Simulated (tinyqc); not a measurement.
CCSD on RHF in the sto-6g basis, frozen core, for H2O, spin multiplicity 1, step by step (part 1 of 2). Computed by tinyqc, a small Python program that keeps every step (integrals from PySCF). Settings: charge = 0, multiplicity = 1, basis = sto-6g, method = RHF, frozen orbitals = 1, energy threshold = 1e-10, iteration cap = 59, orthogonalisation = symmetric, start = atomic densities, DIIS depth = 6, amplitude equations = CCSD, DIIS depth for amplitudes = 0, cap on updates = 86. Command: `OMP_NUM_THREADS=1 python tinyqc.py 31530 31531 out.jsonl` (the two numbers bound the seeds that draw the settings). One thread of a shared host (Intel(R) Xeon(R) Processor @ 2.60GHz), about 0.3 s of CPU time with the checks. The early iterations of the SCF are left out here.

## One-electron integrals

Geometry (angstrom):

| atom | x | y | z |
|---|---|---|---|
| O | 0.000000 | 0.000000 | 0.000000 |
| H | 0.000000 | 0.741000 | 0.733000 |
| H | 0.000000 | -0.804000 | 0.795000 |

Basis sto-6g: exponents (1/bohr^2) and contraction coefficients of normalised primitives:

| element | l (shell) | exponent | coefficient |
|---|---|---|---|
| O | s (1) | 1355.584234 | 0.009164 |
| O | s (1) | 248.544885 | 0.049361 |
| O | s (1) | 69.533902 | 0.168538 |
| O | s (1) | 23.886772 | 0.370563 |
| O | s (1) | 9.275933 | 0.416492 |
| O | s (1) | 3.820341 | 0.130334 |
| O | s (2) | 52.187762 | -0.013253 |
| O | s (2) | 10.329320 | -0.046992 |
| O | s (2) | 3.210345 | -0.033785 |
| O | s (2) | 1.235135 | 0.250242 |
| O | s (2) | 0.536420 | 0.595117 |
| O | s (2) | 0.245881 | 0.240706 |
| O | p (3) | 52.187762 | 0.003760 |
| O | p (3) | 10.329320 | 0.037679 |
| O | p (3) | 3.210345 | 0.173897 |
| O | p (3) | 1.235135 | 0.418036 |
| O | p (3) | 0.536420 | 0.425860 |
| O | p (3) | 0.245881 | 0.101708 |
| H | s (1) | 35.523221 | 0.009164 |
| H | s (1) | 6.513144 | 0.049361 |
| H | s (1) | 1.822143 | 0.168538 |
| H | s (1) | 0.625955 | 0.370563 |
| H | s (1) | 0.243077 | 0.416492 |
| H | s (1) | 0.100112 | 0.130334 |

Overlap, kinetic and nuclear-attraction integrals over the contracted functions; the nuclear repulsion is the sum of Za Zb / Rab.

nuclear repulsion = 8.14801040 hartree

overlap S:
```
           1O 1s     1O 2s    1O 2px     1O 2py    1O 2pz     2H 1s      3H 1s
1O 1s   1.000000  0.231145  0.000000   0.000000  0.000000  0.045588   0.037176
1O 2s   0.231145  1.000000  0.000000   0.000000  0.000000  0.422829   0.370808
1O 2px  0.000000  0.000000  1.000000   0.000000  0.000000  0.000000   0.000000
1O 2py  0.000000  0.000000  0.000000   1.000000  0.000000  0.257290  -0.233494
1O 2pz  0.000000  0.000000  0.000000   0.000000  1.000000  0.254512   0.230880
2H 1s   0.045588  0.422829  0.000000   0.257290  0.254512  1.000000   0.240245
3H 1s   0.037176  0.370808  0.000000  -0.233494  0.230880  0.240245   1.000000
```

kinetic energy T (hartree):
```
            1O 1s      1O 2s    1O 2px     1O 2py    1O 2pz      2H 1s      3H 1s
1O 1s   29.327197  -0.896024  0.000000   0.000000  0.000000  -0.004878  -0.006162
1O 2s   -0.896024   0.842618  0.000000   0.000000  0.000000   0.090621   0.059639
1O 2px   0.000000   0.000000  2.531309   0.000000  0.000000   0.000000   0.000000
1O 2py   0.000000   0.000000  0.000000   2.531309  0.000000   0.157381  -0.119598
1O 2pz   0.000000   0.000000  0.000000   0.000000  2.531309   0.155682   0.118259
2H 1s   -0.004878   0.090621  0.000000   0.157381  0.155682   0.768522   0.005106
3H 1s   -0.006162   0.059639  0.000000  -0.119598  0.118259   0.005106   0.768522
```

nuclear attraction V (hartree):
```
             1O 1s      1O 2s     1O 2px      1O 2py     1O 2pz      2H 1s      3H 1s
1O 1s   -62.234037  -6.376815   0.000000   -0.001478  -0.018017  -1.439604  -1.171634
1O 2s    -6.376815  -9.969888   0.000000   -0.015212  -0.207358  -3.314501  -2.831798
1O 2px    0.000000   0.000000  -9.907030    0.000000   0.000000   0.000000   0.000000
1O 2py   -0.001478  -0.015212   0.000000  -10.001741  -0.009437  -1.790608   1.566917
1O 2pz   -0.018017  -0.207358   0.000000   -0.009437  -9.999673  -1.838564  -1.614146
2H 1s    -1.439604  -3.314501   0.000000   -1.790608  -1.838564  -5.536621  -1.390574
3H 1s    -1.171634  -2.831798   0.000000    1.566917  -1.614146  -1.390574  -5.256523
```

core Hamiltonian H = T + V (hartree):
```
             1O 1s      1O 2s     1O 2px     1O 2py     1O 2pz      2H 1s      3H 1s
1O 1s   -32.906840  -7.272839   0.000000  -0.001478  -0.018017  -1.444482  -1.177796
1O 2s    -7.272839  -9.127269   0.000000  -0.015212  -0.207358  -3.223880  -2.772159
1O 2px    0.000000   0.000000  -7.375721   0.000000   0.000000   0.000000   0.000000
1O 2py   -0.001478  -0.015212   0.000000  -7.470432  -0.009437  -1.633226   1.447319
1O 2pz   -0.018017  -0.207358   0.000000  -0.009437  -7.468364  -1.682882  -1.495887
2H 1s    -1.444482  -3.223880   0.000000  -1.633226  -1.682882  -4.768099  -1.385468
3H 1s    -1.177796  -2.772159   0.000000   1.447319  -1.495887  -1.385468  -4.488001
```

## Two-electron integrals

Functions are numbered as in S; the eight-fold symmetry (ij|kl) = (ji|kl) = (kl|ij) leaves the list below.

Two-electron integrals (ij|kl) in chemists' order, unique and non-zero (hartree):
```
(11|11) 4.787491    (21|11) 0.675884    (21|21) 0.121505    (22|11) 1.117379
(22|21) 0.249212    (22|22) 0.817383    (31|31) 0.025762    (32|31) 0.039145
(32|32) 0.180664    (33|11) 1.117381    (33|21) 0.249212    (33|22) 0.817382
(33|33) 0.880663    (41|41) 0.025762    (42|41) 0.039145    (42|42) 0.180664
(43|43) 0.047461    (44|11) 1.117381    (44|21) 0.249212    (44|22) 0.817382
(44|33) 0.785741    (44|44) 0.880663    (51|51) 0.025762    (52|51) 0.039145
(52|52) 0.180664    (53|53) 0.047461    (54|54) 0.047461    (55|11) 1.117381
(55|21) 0.249212    (55|22) 0.817382    (55|33) 0.785741    (55|44) 0.785741
(55|55) 0.880663    (61|11) 0.142097    (61|21) 0.024486    (61|22) 0.049131
(61|33) 0.049025    (61|41) 0.000852    (61|42) 0.001665    (61|44) 0.049185
(61|51) 0.000843    (61|52) 0.001647    (61|54) 0.000158    (61|55) 0.049182
(61|61) 0.005030    (62|11) 0.348009    (62|21) 0.078716    (62|22) 0.286182
(62|33) 0.281410    (62|41) 0.004483    (62|42) 0.033204    (62|44) 0.288646
(62|51) 0.004435    (62|52) 0.032845    (62|54) 0.007158    (62|55) 0.288490
(62|61) 0.015951    (62|62) 0.125084    (63|31) 0.008711    (63|32) 0.049151
(63|43) 0.006836    (63|53) 0.006763    (63|63) 0.017609    (64|11) 0.179518
(64|21) 0.041179    (64|22) 0.159677    (64|33) 0.152503    (64|41) 0.010760
(64|42) 0.066608    (64|44) 0.170143    (64|51) 0.002028    (64|52) 0.017268
(64|54) 0.010687    (64|55) 0.156385    (64|61) 0.008723    (64|62) 0.084854
(64|64) 0.074540    (65|11) 0.177580    (65|21) 0.040734    (65|22) 0.157953
(65|33) 0.150856    (65|41) 0.002028    (65|42) 0.017268    (65|44) 0.154781
(65|51) 0.010716    (65|52) 0.066233    (65|54) 0.010718    (65|55) 0.168222
(65|61) 0.008628    (65|62) 0.083938    (65|64) 0.056316    (65|65) 0.073317
(66|11) 0.493991    (66|21) 0.113816    (66|22) 0.473521    (66|33) 0.454696
(66|41) 0.008347    (66|42) 0.084703    (66|44) 0.483239    (66|51) 0.008257
(66|52) 0.083788    (66|54) 0.028234    (66|55) 0.482626    (66|61) 0.023298
(66|62) 0.263245    (66|64) 0.203836    (66|65) 0.201635    (66|66) 0.774999
(71|11) 0.115698    (71|21) 0.019947    (71|22) 0.040054    (71|33) 0.039969
(71|41) -0.000696   (71|42) -0.001364   (71|44) 0.040098    (71|51) 0.000688
(71|52) 0.001349    (71|54) -0.000128   (71|55) 0.040095    (71|61) 0.004047
(71|62) 0.012645    (71|64) 0.006294    (71|65) 0.006843    (71|66) 0.018277
(71|71) 0.003338    (72|11) 0.296859    (72|21) 0.067212    (72|22) 0.246063
(72|33) 0.241877    (72|41) -0.003842   (72|42) -0.029028   (72|44) 0.248226
(72|51) 0.003799    (72|52) 0.028703    (72|54) -0.006278   (72|55) 0.248085
(72|61) 0.013242    (72|62) 0.089952    (72|64) 0.041662    (72|65) 0.059147
(72|66) 0.158795    (72|71) 0.011108    (72|72) 0.094464    (73|31) 0.007259
(73|32) 0.041547    (73|43) -0.005911   (73|53) 0.005845    (73|63) 0.012154
(73|73) 0.012934    (74|11) -0.157764   (74|21) -0.036208   (74|22) -0.141335
(74|33) -0.135092   (74|41) 0.009040    (74|42) 0.057051    (74|44) -0.150406
(74|51) -0.001761   (74|52) -0.015331   (74|54) 0.009299    (74|55) -0.138507
(74|61) -0.006806   (74|62) -0.043442   (74|64) -0.008408   (74|65) -0.027873
(74|66) -0.068000   (74|71) -0.006240   (74|72) -0.065944   (74|74) 0.058405
(75|11) 0.155998    (75|21) 0.035803    (75|22) 0.139753    (75|33) 0.133579
(75|41) -0.001761   (75|42) -0.015331   (75|44) 0.137033    (75|51) 0.009000
(75|52) 0.056706    (75|54) -0.009326   (75|55) 0.148646    (75|61) 0.007358
(75|62) 0.060299    (75|64) 0.027382    (75|65) 0.051153    (75|66) 0.116831
(75|71) 0.006170    (75|72) 0.065206    (75|74) -0.044962   (75|75) 0.057392
(76|11) 0.135158    (76|21) 0.030965    (76|22) 0.124004    (76|33) 0.120746
(76|41) -0.000046   (76|42) -0.000528   (76|44) 0.122621    (76|51) 0.002628
(76|52) 0.024008    (76|54) -0.000152   (76|55) 0.128645    (76|61) 0.006231
(76|62) 0.055943    (76|64) 0.032399    (76|65) 0.042300    (76|66) 0.126932
(76|71) 0.005085    (76|72) 0.049413    (76|74) -0.029996   (76|75) 0.038244
(76|76) 0.032380    (77|11) 0.459149    (77|21) 0.105886    (77|22) 0.444859
(77|33) 0.427725    (77|41) -0.007404   (77|42) -0.077751   (77|44) 0.453715
(77|51) 0.007321    (77|52) 0.076880    (77|54) -0.025699   (77|55) 0.453137
(77|61) 0.020854    (77|62) 0.173432    (77|64) 0.071539    (77|65) 0.124779
(77|66) 0.336440    (77|71) 0.017649    (77|72) 0.222650    (77|74) -0.177106
(77|75) 0.175123    (77|76) 0.126932    (77|77) 0.774999
```

## Orthogonalisation

S = U s U^T; symmetric (Loewdin) form X = U s^(-1/2) U^T, so that X^T S X = 1.

eigenvalues of S: 0.417136  0.521835  0.878549  1.000000  1.109540  1.246077  1.826863

X:
```
            1O 1s      1O 2s    1O 2px     1O 2py     1O 2pz      2H 1s      3H 1s
1O 1s    1.022358  -0.132965  0.000000  -0.000979  -0.007964   0.018226   0.016036
1O 2s   -0.132965   1.162853  0.000000   0.014082   0.084928  -0.249766  -0.200006
1O 2px   0.000000   0.000000  1.000000   0.000000   0.000000   0.000000   0.000000
1O 2py  -0.000979   0.014082  0.000000   1.064588   0.007405  -0.178918   0.157269
1O 2pz  -0.007964   0.084928  0.000000   0.007405   1.050815  -0.147406  -0.122913
2H 1s    0.018226  -0.249766  0.000000  -0.178918  -0.147406   1.161822  -0.088054
3H 1s    0.016036  -0.200006  0.000000   0.157269  -0.122913  -0.088054   1.122123
```

## Starting guess

The start is atomic minimal-basis densities projected into this basis (PySCF's MINAO start) and scaled to the electron count of each spin; this density is not idempotent, so its energy is not variational and may lie below the converged one.

D at the start:
```
            1O 1s      1O 2s    1O 2px     1O 2py     1O 2pz      2H 1s      3H 1s
1O 1s    2.138347  -0.482200  0.000000   0.001019   0.014944  -0.012870  -0.012109
1O 2s   -0.482200   2.096032  0.000000  -0.007231  -0.084991   0.042941   0.044082
1O 2px   0.000000   0.000000  1.307630   0.000000   0.000000   0.000000   0.000000
1O 2py   0.001019  -0.007231  0.000000   1.198187  -0.005292   0.110692  -0.113346
1O 2pz   0.014944  -0.084991  0.000000  -0.005292   1.222713   0.069186   0.071461
2H 1s   -0.012870   0.042941  0.000000   0.110692   0.069186   0.991052   0.072921
3H 1s   -0.012109   0.044082  0.000000  -0.113346   0.071461   0.072921   0.988880
```

## Iteration 8 (converged): orbitals

converged F (hartree):
```
             1O 1s      1O 2s     1O 2px     1O 2py     1O 2pz      2H 1s      3H 1s
1O 1s   -20.531874  -4.966201   0.000000  -0.001578  -0.025477  -0.987688  -0.806401
1O 2s    -4.966201  -2.319656   0.000000  -0.015977  -0.089896  -0.880292  -0.760768
1O 2px    0.000000   0.000000  -0.401043   0.000000   0.000000   0.000000   0.000000
1O 2py   -0.001578  -0.015977   0.000000  -0.250091  -0.020725  -0.346725   0.320696
1O 2pz   -0.025477  -0.089896   0.000000  -0.020725  -0.292600  -0.382339  -0.355292
2H 1s    -0.987688  -0.880292   0.000000  -0.346725  -0.382339  -0.489165  -0.321023
3H 1s    -0.806401  -0.760768   0.000000   0.320696  -0.355292  -0.321023  -0.403697
```

Diagonalise F' = X^T F X, C = X C', fill 5 alpha and 5 beta electrons from the bottom; D = 2 C_occ C_occ^T. Each column has its largest component positive (the first on a tie).

F' = X^T F X (hartree):
```
            1          2          3          4          5          6          7
1  -20.206857  -2.499885   0.000000  -0.001711  -0.047561  -0.154556  -0.107333
2   -2.499885  -1.276959   0.000000   0.010050   0.109742  -0.443014  -0.368013
3    0.000000   0.000000  -0.401043   0.000000   0.000000   0.000000   0.000000
4   -0.001711   0.010050   0.000000  -0.051573  -0.003996  -0.399458   0.371565
5   -0.047561   0.109742   0.000000  -0.003996  -0.134319  -0.348093  -0.311674
6   -0.154556  -0.443014   0.000000  -0.399458  -0.348093  -0.013230  -0.098676
7   -0.107333  -0.368013   0.000000   0.371565  -0.311674  -0.098676  -0.031250
```

orbital energies (hartree): MO1 -20.534829, MO2 -1.234256, MO3 -0.537478, MO4 -0.470643, MO5 -0.401043, MO6 0.482343, MO7 0.580674

coefficients C:
```
              MO1        MO2        MO3        MO4       MO5        MO6        MO7
1O 1s    0.996849  -0.226143   0.022312   0.091082  0.000000   0.087196   0.048008
1O 2s    0.014334   0.880424  -0.125031  -0.497924  0.000000  -0.571074  -0.338622
1O 2px   0.000000   0.000000   0.000000   0.000000  1.000000   0.000000   0.000000
1O 2py   0.000296   0.016419   0.628851  -0.104142  0.000000   0.374646  -0.802134
1O 2pz   0.002619   0.098946   0.120887   0.700202  0.000000  -0.711812  -0.356382
2H 1s   -0.003137   0.154675   0.488709   0.255547  0.000000   0.319140   1.021819
3H 1s   -0.002537   0.126519  -0.401209   0.414265  0.000000   0.925237  -0.377297
```

D after iteration 8:
```
            1O 1s      1O 2s    1O 2px     1O 2py     1O 2pz      2H 1s      3H 1s
1O 1s    2.107284  -0.465909  0.000000   0.002255   0.093416  -0.007852  -0.004720
1O 2s   -0.465909   2.077825  0.000000  -0.024622  -0.553222  -0.104424  -0.089510
1O 2px   0.000000   0.000000  2.000000   0.000000   0.000000   0.000000   0.000000
1O 2py   0.002255  -0.024622  0.000000   0.813138   0.009449   0.566502  -0.586733
1O 2pz   0.093416  -0.553222  0.000000   0.009449   1.029388   0.506618   0.508161
2H 1s   -0.007852  -0.104424  0.000000   0.566502   0.506618   0.656150  -0.141265
3H 1s   -0.004720  -0.089510  0.000000  -0.586733   0.508161  -0.141265   0.697195
```

## Convergence

Stop when the energy changes by less than 1e-10 hartree and every element of the error matrix X^T (F D S - S D F) X is below 3e-06.

Course of the cycle:

| iteration | E (hartree) | change | largest element of the error matrix |
|---|---|---|---|
| 1 | -75.93299891 | - | 1.09e+00 |
| 2 | -75.60665013 | 3.26e-01 | 2.08e-01 |
| 3 | -75.65688933 | -5.02e-02 | 3.17e-02 |
| 4 | -75.65829861 | -1.41e-03 | 4.88e-03 |
| 5 | -75.65833282 | -3.42e-05 | 4.67e-04 |
| 6 | -75.65833362 | -8.02e-07 | 1.10e-04 |
| 7 | -75.65833367 | -4.34e-08 | 4.33e-06 |
| 8 | -75.65833367 | -4.40e-11 | 2.91e-07 |

PySCF RHF in the same basis = -75.65833367 hartree

Converged in 8 iterations.

## Populations, bond orders and dipole

Mulliken: Z minus the diagonal of D S on the atom; Loewdin: the same with S^(1/2) D S^(1/2); Mayer order: 2 sum_s sum (D(s) S)_ij (D(s) S)_ji over the two atoms.

Charges (e):

| atom | Mulliken | Loewdin |
|---|---|---|
| 1O | -0.263391 | -0.193399 |
| 2H | 0.147604 | 0.106510 |
| 3H | 0.115787 | 0.086889 |

Mayer bond orders:

| pair | order |
|---|---|
| 2-1 | 0.976943 |
| 3-1 | 0.985324 |
| 3-2 | 0.001270 |

dipole moment about the origin, x y z (debye): 0.000000  0.071201  1.662108

## Integrals over molecular orbitals

(pq|rs) = sum C_ip C_jq C_kr C_ls (ij|kl), one index at a time.

one-electron integrals over orbitals h = C^T H C (hartree):
```
            1          2          3          4          5          6          7
1  -32.894217   0.573568  -0.056252  -0.225623   0.000000  -0.223514  -0.123947
2    0.573568  -7.631262   0.095719   0.539511   0.000000   1.095632   0.608875
3   -0.056252   0.095719  -6.175141  -0.159236   0.000000  -0.599326   1.590470
4   -0.225623   0.539511  -0.159236  -6.551754   0.000000   1.324425   0.271245
5    0.000000   0.000000   0.000000   0.000000  -7.375721   0.000000   0.000000
6   -0.223514   1.095632  -0.599326   1.324425   0.000000  -5.453885  -0.011953
7   -0.123947   0.608875   1.590470   0.271245   0.000000  -0.011953  -5.452808
```

Two-electron integrals over orbitals (pq|rs), unique and non-zero (hartree); the lowest 1 orbital is frozen and left out:
```
(22|22) 0.729412    (32|22) 0.005068    (32|32) 0.132763    (33|22) 0.633319
(33|32) 0.000686    (33|33) 0.615210    (42|22) -0.021688   (42|32) 0.003348
(42|33) -0.003044   (42|42) 0.127300    (43|22) 0.013264    (43|32) 0.018196
(43|33) 0.015411    (43|42) -0.022013   (43|43) 0.056408    (44|22) 0.651512
(44|32) -0.023436   (44|33) 0.575029    (44|42) -0.084040   (44|43) 0.009302
(44|44) 0.689686    (52|52) 0.149334    (53|52) -0.011202   (53|53) 0.029241
(54|52) -0.045983   (54|53) 0.005586    (54|54) 0.048444    (55|22) 0.754841
(55|32) -0.015610   (55|33) 0.621249    (55|42) -0.082468   (55|43) 0.021410
(55|44) 0.680658    (55|55) 0.880663    (62|22) -0.119135   (62|32) 0.020676
(62|33) -0.071831   (62|42) -0.032544   (62|43) -0.011090   (62|44) -0.046585
(62|55) -0.125018   (62|62) 0.090675    (63|22) 0.056884    (63|32) 0.013311
(63|33) 0.044115    (63|42) -0.028191   (63|43) 0.030175    (63|44) 0.029677
(63|55) 0.069627    (63|62) -0.032170   (63|63) 0.067594    (64|22) -0.126117
(64|32) -0.024022   (64|33) -0.060002   (64|42) 0.064571    (64|43) -0.027861
(64|44) -0.120765   (64|55) -0.151333   (64|62) 0.046001    (64|63) -0.058891
(64|64) 0.120162    (65|52) -0.043820   (65|53) 0.010674    (65|54) -0.007000
(65|65) 0.032570    (66|22) 0.603677    (66|32) -0.056062   (66|33) 0.555116
(66|42) 0.041043    (66|43) -0.043023   (66|44) 0.573420    (66|55) 0.591748
(66|62) -0.081569   (66|63) -0.016879   (66|64) -0.024400   (66|66) 0.647663
(72|22) -0.066520   (72|32) -0.043999   (72|33) -0.022716   (72|42) -0.000405
(72|43) 0.030125    (72|44) -0.041321   (72|55) -0.069728   (72|62) 0.014901
(72|63) 0.015335    (72|64) 0.028237    (72|66) -0.048989   (72|72) 0.073577
(73|22) -0.140696   (73|32) 0.038527    (73|33) -0.083230   (73|42) 0.075775
(73|43) 0.000619    (73|44) -0.127510   (73|55) -0.182662   (73|62) 0.050367
(73|63) -0.025040   (73|64) 0.081611    (73|66) -0.071338   (73|72) 0.041967
(73|73) 0.157050    (74|22) -0.021381   (74|32) 0.067555    (74|33) -0.009777
(74|42) 0.001188    (74|43) 0.004836    (74|44) -0.035298   (74|55) -0.030184
(74|62) 0.020105    (74|63) 0.027195    (74|64) -0.008278   (74|66) -0.053020
(74|72) -0.005805   (74|73) 0.044211    (74|74) 0.061120    (75|52) -0.024250
(75|53) -0.020479   (75|54) 0.002049    (75|65) 0.004826    (75|75) 0.025979
(76|22) 0.009953    (76|32) 0.053538    (76|33) 0.000435    (76|42) 0.014687
(76|43) 0.036043    (76|44) -0.017366   (76|55) 0.001262    (76|62) -0.016632
(76|63) 0.024037    (76|64) -0.026569   (76|66) -0.040091   (76|72) 0.000400
(76|73) 0.030394    (76|74) 0.027998    (76|76) 0.054247    (77|22) 0.613019
(77|32) 0.067170    (77|33) 0.595647    (77|42) -0.009266   (77|43) 0.045063
(77|44) 0.554520    (77|55) 0.600808    (77|62) -0.060281   (77|63) 0.063835
(77|64) -0.075538   (77|66) 0.504708    (77|72) -0.025776   (77|73) -0.041557
(77|74) 0.034548    (77|76) 0.047863    (77|77) 0.652543
```

## CCSD: starting amplitudes

t_ij^ab = <ij||ab> / (e_i + e_j - e_a - e_b), whose energy is MP2.

Starting amplitudes (spin orbitals 1a, 1b, ...; amplitudes related by a flip of all spins are not repeated; the 24 largest):

| from | to | t |
|---|---|---|
| 3a 3b | 7a 7b | -0.070227 |
| 4a 4b | 6a 6b | -0.063045 |
| 3a 4b | 6b 7a | 0.039404 |
| 3a 3b | 6a 6b | -0.033140 |
| 3a 4b | 6a 6b | 0.029852 |
| 4a 4b | 7a 7b | -0.029068 |
| 2a 2b | 6a 6b | -0.026411 |
| 3a 4a | 6a 7a | 0.026273 |
| 3a 4b | 7a 7b | -0.020379 |
| 2a 2b | 7a 7b | -0.020270 |
| 5a 5b | 6a 6b | -0.018435 |
| 2a 3b | 6a 7b | -0.017768 |
| 2a 4b | 6a 6b | -0.017232 |
| 2a 3b | 7a 7b | -0.014308 |
| 5a 5b | 7a 7b | -0.013232 |
| 3a 4b | 6a 7b | -0.013131 |
| 2a 3a | 6a 7a | -0.012358 |
| 2a 3b | 6a 6b | 0.011756 |
| 3a 3b | 6a 7b | 0.011712 |
| 2a 4b | 6b 7a | 0.010202 |
| 2a 4b | 6a 7b | -0.007264 |
| 2a 3b | 6b 7a | 0.005410 |
| 2a 2b | 6a 7b | -0.004219 |
| 4a 4b | 6a 7b | 0.004130 |

correlation energy = -0.05088439 hartree
